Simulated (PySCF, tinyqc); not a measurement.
Inside a calculation. Method: FCI on RHF in the sto-3g basis, frozen core, for LiH, spin multiplicity 1. The lowest restricted solution is unstable here: a spin-polarised one lies 0.0041 hartree lower (PySCF). One step of it, computed by the program tinyqc.

Question. Orthogonalisation. S = U s U^T; symmetric (Loewdin) form X = U s^(-1/2) U^T, so that X^T S X = 1.

overlap S, order 1Li 1s, 1Li 2s, 1Li 2px, 1Li 2py, 1Li 2pz, 2H 1s:
$$\begin{pmatrix}
1.000000 & 0.241137 & 0.000000 & 0.000000 & 0.000000 & 0.018066 \\
0.241137 & 1.000000 & 0.000000 & 0.000000 & 0.000000 & 0.258586 \\
0.000000 & 0.000000 & 1.000000 & 0.000000 & 0.000000 & 0.000000 \\
0.000000 & 0.000000 & 0.000000 & 1.000000 & 0.000000 & 0.000000 \\
0.000000 & 0.000000 & 0.000000 & 0.000000 & 1.000000 & 0.375005 \\
0.018066 & 0.258586 & 0.000000 & 0.000000 & 0.375005 & 1.000000
\end{pmatrix}$$

Give: eigenvalues of S; X.

Answer.

eigenvalues of S: [0.5258, 0.8057, 1.0000, 1.0000, 1.1827, 1.4857]

X, order 1Li 1s, 1Li 2s, 1Li 2px, 1Li 2py, 1Li 2pz, 2H 1s:
$$\begin{pmatrix}
1.0234 & -0.1295 & 0.0000 & 0.0000 & -0.0061 & 0.0181 \\
-0.1295 & 1.0543 & 0.0000 & 0.0000 & 0.0444 & -0.1535 \\
0.0000 & 0.0000 & 1.0000 & 0.0000 & 0.0000 & 0.0000 \\
0.0000 & 0.0000 & 0.0000 & 1.0000 & 0.0000 & 0.0000 \\
-0.0061 & 0.0444 & 0.0000 & 0.0000 & 1.0625 & -0.2169 \\
0.0181 & -0.1535 & 0.0000 & 0.0000 & -0.2169 & 1.0928
\end{pmatrix}$$
